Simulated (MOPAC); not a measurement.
MOPAC input (AM1):

```
AM1 FORCE THERMO(298,298) PRECISE LET CHARGE=-1 GEO-OK AUX(PRECISION=9) THREADS=1
C4H5

C     0.85198728 1    1.67562339 1    0.13279512 1
C     0.13682275 1    0.61588171 1   -0.02578899 1
C    -0.63614160 1   -0.46629435 1   -0.20990877 1
C    -0.42372785 1   -1.75489462 1    0.19616018 1
H     1.63285817 1    2.00662161 1   -0.57588003 1
H     0.76229405 1    2.35874850 1    0.99701786 1
H    -1.57552224 1   -0.26644169 1   -0.77335850 1
H     0.46314902 1   -2.05314184 1    0.75233891 1
H    -1.14369312 1   -2.54299159 1   -0.02431385 1
```

Which zero-point energy does it print?

45.18 kcal/mol, from the harmonic wavenumbers of AM1.
